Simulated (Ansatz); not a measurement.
**C3H4S: a ladder of functionals and wavefunction methods**

The task here is to estimate one member of a computed series from the others.

Method: functionals in def2-TZVPP, the program's frozen cores in correlated methods; program: Ansatz 0.2.0, Gaussian basis.

Plan: LDA (SPW92), PBE-D4, revPBE-D4, BLYP-D4, r2SCAN-D4, B97M-V, PBE0-D4, B3LYP-D4, r2SCANh-D4, r2SCAN0-D4, HSE06-D4, BHLYP-D4, CAM-B3LYP-D4, LC-ωPBE, ωB97X-V, ωB97M-V, B2PLYP, PBE-QIDH; CCSD(T)/def2-SVP; CCSD(T)/def2-TZVPP; MP2/def2-QZVPP; extrapolation to the limit; RPA on PBE.

## Structure used throughout

The geometry comes from an earlier relaxation with PBE0-D4 in a triple-zeta def2 set; it is a stationary point, not always the lowest conformer.

SMILES `C=CC=S`, 8 atoms, charge 0, spin multiplicity 1.

Atoms are counted from 1 here; the program's logs count them from 0.

Bond lengths: C1–C2 1.336 Å, C1–H5 1.085 Å, C1–H6 1.083 Å, C2–C3 1.442 Å, C2–H7 1.086 Å, C3–S4 1.618 Å, C3–H8 1.093 Å. Angles: C2–C1–H5 121.1°, C2–C1–H6 121.8°, H5–C1–H6 117.2°, C1–C2–C3 121.8°, C1–C2–H7 121.3°, C3–C2–H7 116.8°, C2–C3–S4 125.2°, C2–C3–H8 114.9°, S4–C3–H8 119.9°.

As a file:

```xyz
8
charge 0, multiplicity 1
C    -0.38549    1.02645   -0.62289
C    -0.46037   -0.16289   -0.01914
C     0.70201   -0.80446    0.54405
S     0.70466   -2.23929    1.29078
H     0.56005    1.55222   -0.70959
H    -1.25924    1.50752   -1.04564
H    -1.40399   -0.69229    0.06985
H     1.63469   -0.24426    0.43688
```

Set-up of the first run:

Contents of in.yaml:

```yaml
crystal:
  periodic: [false, false, false]
  atoms:
    - {symbol: C, position_ang: [-0.385492, 1.026449, -0.622892]}
    - {symbol: C, position_ang: [-0.460374, -0.162887, -0.019144]}
    - {symbol: C, position_ang: [0.702007, -0.804455, 0.544053]}
    - {symbol: S, position_ang: [0.704656, -2.239293, 1.290780]}
    - {symbol: H, position_ang: [0.560047, 1.552217, -0.709585]}
    - {symbol: H, position_ang: [-1.259244, 1.507520, -1.045644]}
    - {symbol: H, position_ang: [-1.403986, -0.692289, 0.069852]}
    - {symbol: H, position_ang: [1.634686, -0.244264, 0.436880]}
basis:
  gaussian: {orbitals: def2-TZVPP}
hamiltonian: {xc: lda}
output: {orbitals: {seedname: orbitals}}
```

Command:

```sh
> ansatz run in.yaml --threads 2 --pin off --events-out ev --progress --plain --max-ram 4352MiB
```

Among the steps run: LDA; PBE-D4 (GGA); revPBE-D4 (GGA); BLYP-D4 (GGA); r2SCAN-D4 (meta-GGA); B97M-V (meta-GGA); B3LYP-D4 (hybrid); r2SCANh-D4 (hybrid); r2SCAN0-D4 (hybrid); HSE06-D4 (hybrid); BHLYP-D4 (hybrid); CAM-B3LYP-D4 (range-separated); LC-ωPBE (range-separated); ωB97X-V (range-separated); ωB97M-V (range-separated); B2PLYP (double hybrid); PBE-QIDH (double hybrid).

One of the session's tables, all rows but one given; the rest of the session is left out.

It belongs to the step «Orbital energies across the functionals». 

```
  functional  HOMO (eV)  LUMO (eV)  gap (eV)
 LDA (SPW92)      -5.40      -3.78      1.62
      PBE-D4      -5.27      -3.57      1.70
   revPBE-D4      -5.22      -3.49      1.72
     BLYP-D4      -5.11      -3.39      1.71
   r2SCAN-D4          ?          ?         ?
      B97M-V      -5.55      -3.41      2.15
     PBE0-D4      -6.52      -2.73      3.79
    B3LYP-D4      -6.27      -2.89      3.38
  r2SCANh-D4      -5.96      -3.18      2.78
  r2SCAN0-D4      -6.66      -2.69      3.96
    HSE06-D4      -6.11      -3.10      3.01
    BHLYP-D4      -7.61      -1.69      5.92
CAM-B3LYP-D4      -7.87      -1.62      6.25
     LC-ωPBE      -9.30      -0.61      8.70
     ωB97X-V      -8.92      -0.62      8.30
     ωB97M-V      -8.75      -0.65      8.10
```

Estimate the missing values for r2SCAN-D4.

Worked estimate for «HOMO (eV)». Against the share of exact exchange, r2SCANh-D4 (0.1, -5.96), r2SCAN0-D4 (0.25, -6.66) give a slope of -4.67 per unit share; at 0 the line stands at -5.49.

As computed: HOMO (eV): -5.49; LUMO (eV): -3.50; gap (eV): 1.99. In «HOMO (eV)» the line misses by 0.00.
